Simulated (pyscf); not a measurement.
Single points on ωB97X-D3(BJ)/def2-SVP structures (PySCF, gas phase).

Question: H₂In–BiH₂ + hydrogen (H₂) → BiH₃ + InH₃
Surface: singlet. Broken: Bi–In, H–H. Formed: Bi–H, H–In. Give ΔE‡ and ΔE from r²SCAN/def2-TZVP, relative to the separated reactants.

Answer: ΔE‡ = 1.28 eV, ΔE = +0.82 eV. ωB97M-D3(BJ)/def2-TZVP gives 1.52 eV and +0.71 eV. Zero-point energy shifts the barrier by +0.06 eV. It is a four-centre exchange, with an imaginary mode of 1322i cm⁻¹. On the product side the descent ends in an adduct with a Bi–In contact (not fully relaxed), 0.42 eV under the separated species and 0.92 eV under the saddle at ωB97X-D3(BJ)/def2-TZVP. What is counted as broken (Bi–In) persists as a longer contact in the product adduct; parting that adduct is a step of its own. At the saddle there is also a short H–In contact that neither side keeps. At ωB97X-D3(BJ)/def2-TZVP the barrier from the zero used here is 1.64 eV. One saddle was located; it need not be the lowest between these sides. Elements past Kr carry the def2 core potentials, without spin-orbit coupling.
